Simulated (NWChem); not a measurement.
System: propene (C$_{3}$H$_{6}$); SMILES C=CC

NWChem printed, in part:

```
             Northwest Computational Chemistry Package (NWChem) 7.3.0
             --------------------------------------------------------

 CS  symmetry detected

                             Geometry "geometry" -> ""
                             -------------------------

 Output coordinates in angstroms (scale by  1.889725989 to convert to a.u.)

  No.       Tag          Charge          X              Y              Z
 ---- ---------------- ---------- -------------- -------------- --------------
    1 C                    6.0000    -0.16824491    -1.23659642     0.00000000
    2 C                    6.0000     0.45448695     0.12709459     0.00000000
    3 C                    6.0000    -0.21560439     1.29249102     0.00000000
    4 H                    1.0000     0.14998174    -1.82459634    -0.88809700
    5 H                    1.0000     0.14998174    -1.82459634     0.88809700
    6 H                    1.0000    -1.27537137    -1.18494281     0.00000000
    7 H                    1.0000     1.56041297     0.15494964     0.00000000
    8 H                    1.0000    -1.31863051     1.32111209     0.00000000
    9 H                    1.0000     0.30979955     2.26013863     0.00000000

 Effective nuclear repulsion energy (a.u.)      70.1076062172

      Symmetry information
      --------------------

 Group name             Cs
 Group number              2
 Group order               2
 No. of unique centers     8

 Summary of "cd basis" -> "" (spherical)
 ------------------------------------------------------------------------------
       Tag                 Description            Shells   Functions and Types
 ---------------- ------------------------------  ------  ---------------------
 *                  Ahlrichs Coulomb Fitting          on all atoms

                                 NWChem DFT Module
                                 -----------------

 Summary of "cd basis" -> "cd basis" (spherical)
 ------------------------------------------------------------------------------
       Tag                 Description            Shells   Functions and Types
 ---------------- ------------------------------  ------  ---------------------
 C                  Ahlrichs Coulomb Fitting        14       38   7s3p3d1f
 H                  Ahlrichs Coulomb Fitting         6       14   3s2p1d

 Summary of "ao basis" -> "ao basis" (spherical)
 ------------------------------------------------------------------------------
       Tag                 Description            Shells   Functions and Types
 ---------------- ------------------------------  ------  ---------------------
 C                         def2-tzvp                11       31   5s3p2d1f
 H                         def2-tzvp                 4        6   3s1p

      Symmetry analysis of basis
      --------------------------

        a'         89
        a"         40

            General Information
            -------------------
          SCF calculation type: DFT
          Wavefunction type:  closed shell.
          No. of atoms     :     9
          No. of electrons :    24
           Alpha electrons :    12
            Beta electrons :    12
          Charge           :     0
          Spin multiplicity:     1
          Use of symmetry is: on ; symmetry adaption is: on
          Maximum number of iterations: 150
          AO basis - number of functions:   129
                     number of shells:    57
          A Charge density fitting basis will be used.
          CD basis - number of functions:   198
                     number of shells:    78
          Convergence on energy requested:  1.00D-06
          Convergence on density requested:  1.00D-05
          Convergence on gradient requested:  5.00D-04

              XC Information
              --------------
                    Becke 1988 Exchange Functional  1.000
              Lee-Yang-Parr Correlation Functional  1.000

             Grid Information
             ----------------
          Grid used for XC integration:  medium
          Radial quadrature: Mura-Knowles
          Angular quadrature: Lebedev.
          Tag              B.-S. Rad. Rad. Pts. Rad. Cut. Ang. Pts.
          ---              ---------- --------- --------- ---------
          C                   0.70       49          11.0       434
          H                   0.35       45          11.0       434
          Grid pruning is: on
          Number of quadrature shells:   372
          Spatial weights used:  Erf1

      Superposition of Atomic Density Guess
      -------------------------------------

 Sum of atomic energies:        -116.01283981

      Non-variational initial energy
      ------------------------------

 Total energy =    -117.861342
 1-e energy   =    -292.306216
 2-e energy   =     104.337268
 HOMO         =      -0.311676
 LUMO         =       0.006173

      Symmetry analysis of molecular orbitals - initial
      -------------------------------------------------

  Numbering of irreducible representations:

     1 a'          2 a"

  Orbital symmetries:

     1 a'          2 a'          3 a'          4 a'          5 a'
     6 a'          7 a'          8 a"          9 a'         10 a'
    11 a'         12 a"         13 a"         14 a'         15 a'
    16 a'         17 a'         18 a"         19 a'         20 a'
    21 a'         22 a"

      3 Center 2 Electron Integral Information
      ----------------------------------------
          Maximum number of 3-center 2e- integrals is:         3294918.
            This is reduced with Schwarz screening to:         2431836.
            Incore requires a per proc buffer size of:         1927927.
          Minimum dble words available (all nodes) is:       144170428
                   This is reduced (for later use) to:       143682465
                      proc 0 Suggested buffer size is:         1927927
                         Max Suggested buffer size is:         1927927
                              no. integral batches is:            1000

           1.928 MW buffer allocated for incore 3-center
          2e- integral storage on stack.

   convergence    iter        energy       DeltaE   RMS-Dens  Diis-err
 ---------------- ----- ----------------- --------- --------- ---------
 d= 0,ls=0.0,diis     1   -117.8435157120 -1.88D+02  3.49D-03  5.23D-01
 d= 0,ls=0.0,diis     2   -117.8775353716 -3.40D-02  2.04D-03  3.84D-02
 d= 0,ls=0.0,diis     3   -117.8661185013  1.14D-02  1.34D-03  1.25D-01
 d= 0,ls=0.0,diis     4   -117.8823891945 -1.63D-02  3.03D-04  3.79D-03
 d= 0,ls=0.0,diis     5   -117.8828480718 -4.59D-04  9.25D-05  4.12D-04
  Resetting Diis
 d= 0,ls=0.0,diis     6   -117.8829021693 -5.41D-05  1.55D-05  8.05D-06
 d= 0,ls=0.0,diis     7   -117.8829032563 -1.09D-06  6.63D-06  2.78D-07
 d= 0,ls=0.0,diis     8   -117.8829032418  1.45D-08  3.80D-06  3.76D-07

         Total DFT energy =     -117.882903241812
      One electron energy =     -295.723609070489
           Coulomb energy =      126.127690193972
    Exchange-Corr. energy =      -18.394590582504
 Nuclear repulsion energy =       70.107606217209

 Numeric. integr. density =       23.999997032844

                  Occupations of the irreducible representations
                  ----------------------------------------------

                     irrep           alpha         beta
                     --------     --------     --------
                     a'               10.0         10.0
                     a"                2.0          2.0

                       DFT Final Molecular Orbital Analysis
                       ------------------------------------

 Vector   10  Occ=2.000000D+00  E=-3.232097D-01  Symmetry=a'
              MO Center= -1.3D-01, -4.7D-01, -8.9D-15, r^2= 2.9D+00
   Bfn.  Coefficient  Atom+Function         Bfn.  Coefficient  Atom+Function
  ----- ------------  ---------------      ----- ------------  ---------------
    69      0.209809  3 C  py                 7      0.205043  1 C  py
     6     -0.184362  1 C  px               107      0.175755  6 H  s
    38     -0.168425  2 C  py                10      0.140902  1 C  py
   125      0.132471  9 H  s                 72      0.127045  3 C  py
    95     -0.127128  4 H  s                101     -0.127128  5 H  s

 Vector   11  Occ=2.000000D+00  E=-3.000682D-01  Symmetry=a'
              MO Center=  1.0D-01,  3.5D-01, -8.3D-17, r^2= 2.9D+00
   Bfn.  Coefficient  Atom+Function         Bfn.  Coefficient  Atom+Function
  ----- ------------  ---------------      ----- ------------  ---------------
    37      0.219116  2 C  px               113      0.200141  7 H  s
    68     -0.181511  3 C  px               119      0.165697  8 H  s
   125     -0.149683  9 H  s                  6     -0.148082  1 C  px
     7     -0.141691  1 C  py                40      0.138415  2 C  px
   112      0.134517  7 H  s                114      0.131600  7 H  s

[...]

                         DFT ENERGY GRADIENTS

    atom               coordinates                        gradient
                 x          y          z           x          y          z
   1 C      -0.317937  -2.336828   0.000000    0.003639   0.008433   0.000000
   2 C       0.858856   0.240174   0.000000   -0.004259  -0.009116   0.000000
   3 C      -0.407433   2.442454   0.000000   -0.000142   0.000494   0.000000
   4 H       0.283424  -3.447987  -1.678260    0.001808  -0.003372  -0.004755
   5 H       0.283424  -3.447987   1.678260    0.001808  -0.003372   0.004755
   6 H      -2.410102  -2.239217   0.000000   -0.006457   0.000226   0.000000
   7 H       2.948753   0.292812   0.000000    0.007322   0.000259   0.000000
   8 H      -2.491850   2.496540   0.000000   -0.007738  -0.000259   0.000000
   9 H       0.585436   4.271043   0.000000    0.004017   0.006707   0.000000
```

Level: BLYP/def2-TZVP, Coulomb fitting. Coordinates come from a PBE-D3(BJ)/def2-SVP optimisation.

**Question.** Which NWChem input produces such a log?

**Answer.** This is not unique; one that fits is the input that was run:
```
start job
memory heap 200 mb stack 900 mb global 1100 mb
geometry units angstroms noautoz
  C     -0.166705    -1.233762     0.000000
  C      0.453203     0.131215     0.000000
  C     -0.219299     1.295222     0.000000
  H      0.152738    -1.821102    -0.888097
  H      0.152738    -1.821102     0.888097
  H     -1.273936    -1.184400     0.000000
  H      1.559069     0.161359     0.000000
  H     -1.322382     1.321560     0.000000
  H      0.304101     2.263955     0.000000
end
basis spherical
  C library def2-tzvp
  H library def2-tzvp
end
basis "cd basis" spherical
  * library "Ahlrichs Coulomb Fitting"
end
dft
  xc becke88 lyp
  iterations 150
end
task dft gradient
```
